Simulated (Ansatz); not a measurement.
```yaml
crystal:
  periodic: [false, false, false]
  atoms:
    - {symbol: C, position_ang: [-1.243314, -0.065826, -0.081233]}
    - {symbol: P, position_ang: [0.517102, 0.050527, -0.004613]}
    - {symbol: H, position_ang: [-1.894470, 0.462865, 0.601397]}
    - {symbol: H, position_ang: [0.819471, -1.231167, 0.508356]}
basis:
  gaussian: {orbitals: def2-TZVP}
magnetization: {spin_polarized: true, initial_magnetization: 3}
hamiltonian: {xc: pbe0}
relax: {f_tol: 0.004, max_steps: 80}
```

```sh
$ ansatz run in.yaml --threads 1 --pin off --events-out ev --progress --plain --max-ram 2176MiB
```

Steps of the relaxation (energy above the last step; positions in Å, forces in eV/Å):

```
4
step 1, 45.4 meV
C    -1.243   -0.066   -0.081   -0.627    0.019   -0.031
P     0.517    0.051   -0.005    0.969    0.290   -0.243
H    -1.894    0.463    0.601   -0.383    0.004    0.111
H     0.819   -1.231    0.508    0.041   -0.313    0.163
```

```
4
step 2, 14.0 meV
C    -1.240   -0.019   -0.105   -0.425    0.019    0.231
P     0.545    0.043   -0.041    0.537    0.144   -0.107
H    -1.914    0.426    0.630   -0.052   -0.059   -0.148
H     0.808   -1.233    0.540   -0.061   -0.104    0.024
```

```
4
step 3, 2.1 meV
C    -1.236   -0.030   -0.079   -0.233    0.150    0.202
P     0.570    0.050   -0.049    0.104   -0.102    0.018
H    -1.942    0.436    0.619    0.134   -0.131   -0.186
H     0.806   -1.240    0.533   -0.005    0.082   -0.034
```

```
4
step 5, 0.1 meV
C    -1.233   -0.018   -0.072   -0.014   -0.021   -0.021
P     0.578    0.045   -0.056    0.012    0.017    0.004
H    -1.947    0.426    0.617   -0.008    0.020    0.015
H     0.801   -1.237    0.536    0.009   -0.015    0.002
```

```
4
step 7, 0.0 meV
C    -1.236   -0.023   -0.071    0.000    0.000    0.000
P     0.576    0.046   -0.052   -0.001    0.000    0.000
H    -1.948    0.432    0.614    0.000    0.000    0.000
H     0.807   -1.239    0.533    0.000    0.000    0.000
```

Close pairs at the end: C1–H3 1.088 Å, P2–H4 1.430 Å, C1–P2 1.813 Å.

A stationary point of unrestricted PBE0 after 7 steps, with ⟨S²⟩ = 3.763 against 3.75 for a pure state; no frequencies were run, so it isn't proven a minimum. 15 s on 1 thread of Arm Neoverse V1, shared host.
